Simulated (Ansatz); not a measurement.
# H₃O (doublet): wB97M-V, B2PLYP, RPA-PBE over a scan of the distance O1–H3 along a hydrogen transfer, cc-pVDZ, part 2 of 2

Ansatz 0.2.0, Gaussian basis; cc-pVDZ, all electrons in the functionals, frozen cores in the correlation of double hybrids and RPA.

## 13. RPA-PBE, 1.028 Å

Contents of in.yaml:

```yaml
crystal:
  periodic: [false, false, false]
  atoms:
    - {symbol: O, position_ang: [-0.156977, -0.049094, 0.000000]}
    - {symbol: H, position_ang: [-0.406287, 0.877481, 0.000000]}
    - {symbol: H, position_ang: [0.871023, -0.049094, 0.000000]}
    - {symbol: H, position_ang: [2.027023, -0.049094, 0.000000]}
basis:
  gaussian: {orbitals: cc-pVDZ}
magnetization: {spin_polarized: true, initial_magnetization: 1}
hamiltonian: {xc: {name: PBE}}
correlation: {method: rpa, electrons: outside_noble_gas}
```

On the command line:

```console
$ ansatz run in.yaml --threads 1 --pin off --events-out ev --progress --plain --max-ram 2816MiB --backend cpu
```

What it wrote (excerpt; [...] marks lines left out):

```text
Functional definition: PBE
  name "PBE"
  cite "Perdew, Burke & Ernzerhof, Phys. Rev. Lett. 77, 3865 (1996) doi:10.1103/PhysRevLett.77.3865"
  parent pbe
[...]
259 factors; integrals over basis functions are off by at most 1.5e-3 eV
[...]
mean field -2090.58239944 eV, -76.8274861317 hartree, gradient 2.7e-6 eV, S^2 0.752618; 1 other end points of the search recorded, 0 dependent functions left out
1 core orbitals not correlated: weight in the atoms' cores, before any rotation towards them, 1.000 or more for the frozen orbitals, at most 0.000 for the correlated occupied ones
reference -2081.37967336 eV, -76.4892921861 hartree; 5, 4 occupied and 23, 24 virtual orbitals, 259 factors
Total energy: -2090.55649095 eV, -76.8265340123 hartree
```

It took 0.49 s on 1 thread of AMD EPYC 7R13, shared host.

From the report: ⟨S²⟩ of the determinant 0.753 (pure doublet: 0.75).

From 0.960 Å: +1.8 kJ/mol.

## 14. RPA-PBE, 1.165 Å

Contents of in.yaml:

```yaml
crystal:
  periodic: [false, false, false]
  atoms:
    - {symbol: O, position_ang: [-0.164236, -0.049094, 0.000000]}
    - {symbol: H, position_ang: [-0.413546, 0.877481, 0.000000]}
    - {symbol: H, position_ang: [1.000764, -0.049094, 0.000000]}
    - {symbol: H, position_ang: [2.019764, -0.049094, 0.000000]}
basis:
  gaussian: {orbitals: cc-pVDZ}
magnetization: {spin_polarized: true, initial_magnetization: 1}
hamiltonian: {xc: {name: PBE}}
correlation: {method: rpa, electrons: outside_noble_gas}
```

Launched as before.

What it wrote (excerpt; [...] marks lines left out):

```text
Functional definition: PBE
  name "PBE"
  cite "Perdew, Burke & Ernzerhof, Phys. Rev. Lett. 77, 3865 (1996) doi:10.1103/PhysRevLett.77.3865"
  parent pbe
[...]
259 factors; integrals over basis functions are off by at most 1.7e-3 eV
[...]
mean field -2090.40525886 eV, -76.8209763354 hartree, gradient 1.2e-6 eV, S^2 0.754879; 4 other end points of the search recorded, 0 dependent functions left out
1 core orbitals not correlated: weight in the atoms' cores, before any rotation towards them, 1.000 or more for the frozen orbitals, at most 0.000 for the correlated occupied ones
reference -2080.86687938 eV, -76.4704473551 hartree; 5, 4 occupied and 23, 24 virtual orbitals, 259 factors
Total energy: -2090.34185092 eV, -76.8186461367 hartree
```

Wall time 1 s (1 thread of AMD EPYC 7R13, shared host).

From the report: ⟨S²⟩ of the determinant 0.755 (pure doublet: 0.75).

From 0.960 Å: +22.5 kJ/mol.

## 15. RPA-PBE, 1.302 Å

Contents of in.yaml:

```yaml
crystal:
  periodic: [false, false, false]
  atoms:
    - {symbol: O, position_ang: [-0.171495, -0.049094, 0.000000]}
    - {symbol: H, position_ang: [-0.420805, 0.877481, 0.000000]}
    - {symbol: H, position_ang: [1.130505, -0.049094, 0.000000]}
    - {symbol: H, position_ang: [2.012505, -0.049094, 0.000000]}
basis:
  gaussian: {orbitals: cc-pVDZ}
magnetization: {spin_polarized: true, initial_magnetization: 1}
hamiltonian: {xc: {name: PBE}}
correlation: {method: rpa, electrons: outside_noble_gas}
```

The command is unchanged.

What it wrote (excerpt; [...] marks lines left out):

```text
Functional definition: PBE
  name "PBE"
  cite "Perdew, Burke & Ernzerhof, Phys. Rev. Lett. 77, 3865 (1996) doi:10.1103/PhysRevLett.77.3865"
  parent pbe
[...]
258 factors; integrals over basis functions are off by at most 1.4e-3 eV
[...]
mean field -2090.24534982 eV, -76.8150997866 hartree, gradient 8.3e-7 eV, S^2 0.754967; 6 other end points of the search recorded, 0 dependent functions left out
1 core orbitals not correlated: weight in the atoms' cores, before any rotation towards them, 1.000 or more for the frozen orbitals, at most 0.000 for the correlated occupied ones
reference -2080.79099636 eV, -76.4676587053 hartree; 5, 4 occupied and 23, 24 virtual orbitals, 258 factors
Total energy: -2090.25638201 eV, -76.8155052123 hartree
```

Run time: 1.2 s. Hardware: 1 thread of AMD EPYC 7R13, shared host.

From the report: ⟨S²⟩ of the determinant 0.755 (pure doublet: 0.75).

From 0.960 Å: +30.7 kJ/mol.

## 16. RPA-PBE, 1.439 Å

Contents of in.yaml:

```yaml
crystal:
  periodic: [false, false, false]
  atoms:
    - {symbol: O, position_ang: [-0.178754, -0.049094, 0.000000]}
    - {symbol: H, position_ang: [-0.428064, 0.877481, 0.000000]}
    - {symbol: H, position_ang: [1.260246, -0.049094, 0.000000]}
    - {symbol: H, position_ang: [2.005246, -0.049094, 0.000000]}
basis:
  gaussian: {orbitals: cc-pVDZ}
magnetization: {spin_polarized: true, initial_magnetization: 1}
hamiltonian: {xc: {name: PBE}}
correlation: {method: rpa, electrons: outside_noble_gas}
```

Launched as before.

What it wrote (excerpt; [...] marks lines left out):

```text
Functional definition: PBE
  name "PBE"
  cite "Perdew, Burke & Ernzerhof, Phys. Rev. Lett. 77, 3865 (1996) doi:10.1103/PhysRevLett.77.3865"
  parent pbe
[...]
257 factors; integrals over basis functions are off by at most 1.5e-3 eV
[...]
mean field -2090.04632159 eV, -76.8077856342 hartree, gradient 6.2e-7 eV, S^2 0.753126; 6 other end points of the search recorded, 0 dependent functions left out
1 core orbitals not correlated: weight in the atoms' cores, before any rotation towards them, 1.000 or more for the frozen orbitals, at most 0.000 for the correlated occupied ones
reference -2081.03382317 eV, -76.4765824261 hartree; 5, 4 occupied and 23, 24 virtual orbitals, 257 factors
Total energy: -2090.21409100 eV, -76.8139510463 hartree
```

Wall time 1 s (1 thread of AMD EPYC 7R13, shared host).

From the report: ⟨S²⟩ of the determinant 0.753 (pure doublet: 0.75).

From 0.960 Å: +34.8 kJ/mol.

## 17. Against the wave-function levels

The yardstick is UCCSDTQ, where the cluster series has nearly closed. It comes from earlier runs at the same points. Energies in kJ/mol, counted from 0.960 Å; blanks weren't run or aren't comparable.

| level | 0.960 Å | 1.028 Å | 1.165 Å | 1.302 Å | 1.439 Å |
| --- | --- | --- | --- | --- | --- |
| UCCSDTQ | 0.0 | 6.4 | 39.2 | 52.8 | 52.0 |
| wB97M-V | 0.0 | 3.1 | 29.1 | 42.1 | 48.0 |
| B2PLYP | 0.0 | 3.8 | 31.8 | 46.1 | 50.3 |
| RPA-PBE | 0.0 | 1.8 | 22.5 | 30.7 | 34.8 |

Largest miss and mean time a point (UCCSDTQ took 12 s a point; shared hosts):

| level | largest miss (kJ/mol) | where | time a point |
| --- | --- | --- | --- |
| wB97M-V | -10.8 | 1.302 Å | 1.4 s |
| B2PLYP | -7.4 | 1.165 Å | 0.46 s |
| RPA-PBE | -22.1 | 1.302 Å | 0.9 s |

## 18. Outcome

What follows sums up all 2 parts.

| quantity | value |
| --- | --- |
| span of the UCCSDTQ curve | 52.8 kJ/mol |
| largest miss, wB97M-V | -10.8 kJ/mol (1.302 Å) |
| largest miss, B2PLYP | -7.4 kJ/mol (1.165 Å) |
| largest miss, RPA-PBE | -22.1 kJ/mol (1.302 Å) |

Of the functionals, B2PLYP keep the smallest largest miss at the points compared (at most 7.4 kJ/mol) and RPA-PBE strays most (22.1 kJ/mol, at 1.302 Å). Functionals and the yardstick converge differently with the basis, so part of each miss in cc-pVDZ is the basis.
